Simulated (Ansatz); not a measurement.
# SiHF2 radical (SMILES F[SiH]F): single points off equilibrium

An exercise on one series of results from a longer session: the logs are not shown, and one member is left open.

Computed with Ansatz 0.2.0, Gaussian basis. Level: single points in def2-TZVPP.

Correlated methods freeze the cores. Orbitals are unrestricted.

## Where the work starts

SMILES `F[SiH]F`, 4 atoms, charge 0, spin multiplicity 2.

Atoms are counted from 1 here; the program's logs count them from 0.

Bond lengths: F1–Si2 1.562 Å, Si2–F3 1.553 Å, Si2–H4 1.401 Å. Angles: F1–Si2–F3 100.7°, F1–Si2–H4 109.0°, F3–Si2–H4 110.8°.

As a file:

```xyz
4
charge 0, multiplicity 2
F     1.1906    0.6357   -0.4062
Si   -0.0304   -0.3306   -0.2818
F    -1.2031    0.6869   -0.2687
H     0.0507   -1.0129    0.9389
```

Set-up of the first run:

File run/in.yaml:

```yaml
crystal:
  periodic: [false, false, false]
  atoms:
    - {symbol: F, position_ang: [1.190600, 0.635700, -0.406200]}
    - {symbol: Si, position_ang: [-0.030400, -0.330600, -0.281800]}
    - {symbol: F, position_ang: [-1.203100, 0.686900, -0.268700]}
    - {symbol: H, position_ang: [0.050700, -1.012900, 0.938900]}
basis:
  gaussian: {orbitals: def2-TZVPP}
magnetization: {spin_polarized: true, initial_magnetization: 1}
correlation: {method: ccsd_t}
scf: {omitted_lower_state_checks: [cluster_reference]}
output: {forces: true}
```

The command line of these runs was not kept.

Steps of the session up to this table: CCSD(T)/def2-TZVPP; PBE0-D4/def2-TZVPP; wB97M-V/def2-TZVPP; r2SCAN-D4/def2-TZVPP; PBE-D4/def2-TZVPP; CAM-B3LYP-D4/def2-TZVPP; SPW92/def2-TZVPP.

One table of the session follows, with a row left open; its other results are not shown here.

| method | RMS force component (eV/Å) | angle to CCSD(T) forces (°) | dipole (D) |
| --- | --- | --- | --- |
| CCSD(T) | 0.956 | reference | 1.54 |
| PBE0-D4 | 0.986 | 4.0 | 1.53 |
| wB97M-V | ? | ? | ? |
| r2SCAN-D4 | 1.000 | 2.8 | 1.44 |
| PBE-D4 | 1.258 | 10.5 | 1.37 |
| CAM-B3LYP-D4 | 0.949 | 2.7 | 1.60 |
| SPW92 | 1.053 | 8.8 | 1.44 |

Q: Estimate the row for wB97M-V from the others.

The run gave: RMS force component (eV/Å): 1.028; angle to CCSD(T) forces (°): 5.8; dipole (D): 1.54. In the column «RMS force component (eV/Å)» it lies between r2SCAN-D4 (1.000) and SPW92 (1.053).
